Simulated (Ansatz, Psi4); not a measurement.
Worked example: the enthalpy of formation of C2H4Cl2 (1,2-dichloroethane)

The species is C2H4Cl2 (8 atoms), meant as a singlet with charge 0. SMILES: `ClCCCl`. Geometry: relaxed at PBE0-D4/def2-TZVP. This is one conformer, not always the lowest.

```xyz
8

Cl   -2.0435    0.1467   -0.4693
C    -0.4629    0.5621    0.2260
C     0.6276   -0.3716   -0.2222
Cl    0.4323   -2.0109    0.4324
H    -0.2262    1.5757   -0.1019
H    -0.5703    0.5511    1.3097
H     1.5895    0.0018    0.1331
H     0.6535   -0.4549   -1.3078
```

Total energies at CAM-B3LYP/6-31G* (spherical functions) (Psi4 1.11); the atoms run unrestricted:

| species | state | energy (Eh) |
| --- | --- | --- |
| C2H4Cl2 | singlet | -998.954639 |
| Cl | doublet | -460.131695 |
| C | triplet | -37.821904 |
| H | doublet | -0.496827 |

Harmonic wavenumbers at PBE0-D4/def2-TZVP, in cm⁻¹: 115, 262, 414, 687, 708, 900, 961, 1061, 1164, 1232, 1315, 1340, 1462, 1464, 3086, 3094, 3149, 3163.

Measured heats of formation of the gaseous atoms at 298.15 K, in kJ/mol: Cl 121.3, C 716.9, H 218.0. Spin-orbit lowering of the atoms at 298 K (mean of the ground term's levels less their thermal mean, from spectra), in kJ/mol: Cl 3.44, C 0.02. Take 1 Eh = 2625.50 kJ/mol, 1 cm⁻¹ = 0.0119627 kJ/mol, RT = 2.479 kJ/mol.

Question: What heat of formation follows?

Answer: 
1. Electronic atomisation energy: 2 × (-460.131695) + 2 × (-37.821904) + 4 × (-0.496827) − (-998.954639) = 1.060133 Eh = 2783.4 kJ/mol.
2. Zero-point energy: half the sum of the wavenumbers, 12788.5 cm⁻¹ = 153.0 kJ/mol.
3. Thermal vibrational enthalpy, Σ hcν̃/(exp(hcν̃/kT) − 1): 5.0 kJ/mol. Translation, rotation and pV of a non-linear molecule: 4 RT = 9.9 kJ/mol.
4. The 8 free atoms carry 5/2 RT each: 49.6 kJ/mol.
5. Spin-orbit coupling lowers the free atoms by 2 × 3.44 + 2 × 0.02 = 6.9 kJ/mol.
6. Atomisation enthalpy at 298 K: 2783.4 − 6.9 − 153.0 − 5.0 − 9.9 + 49.6 = 2658.2 kJ/mol.
7. Sum of the atoms' heats of formation: 2548.4 kJ/mol. Heat of formation: 2548.4 − 2658.2 = -109.8 kJ/mol.

The tabulated value is -130.1 kJ/mol (Active Thermochemical Tables), so this level is off by +20.3 kJ/mol, or 0.8 % of the atomisation enthalpy that the table implies (2678.4 kJ/mol). Anharmonicity and any spin-orbit splitting of the molecule are left out.
